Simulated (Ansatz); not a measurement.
Total energies of AlH2F from Ansatz at PBE-D4/def2-TZVP, gas phase (1 Eh = 27.2114 eV = 2625.5 kJ/mol). The reference geometry is relaxed at PBE0-D4/def2-TZVP.

```csv
state,geometry,energy (Eh)
charge 0 singlet,reference,-343.34297
charge 1 doublet,reference,-342.93410
charge 1 doublet,relaxed at PBE0-D4/def2-TZVP,-342.94466
free Al atom (doublet),–,-242.22759
free H atom (doublet),–,-0.49962
free F atom (doublet),–,-99.66912
```

(1) Work out the vertical ionisation energy to the doublet.

(2) How much does the charge 1 doublet relax, and what is the adiabatic ionisation energy?

(3) What is the binding energy per atom against free atoms?

(1) E(charge 1 doublet) − E(charge 0 singlet) = -342.93410 − (-343.34297) = 0.40887 Eh = 11.13 eV. For comparison, −ε of the highest occupied level is 7.45 eV at this level, 3.68 eV less.

(2) Relaxation: -342.93410 − (-342.94466) = 0.01056 Eh = 0.29 eV. Adiabatic ionisation energy: 0.39831 Eh = 10.84 eV, without zero-point energy. 

(3) Atoms: 1 × (-242.22759) + 2 × (-0.49962) + 1 × (-99.66912) = -342.89595 Eh. Binding: -342.89595 − (-343.34297) = 0.44702 Eh = 12.16 eV, or 3.04 eV for each of 4 atoms (no zero-point energy, no counterpoise term).
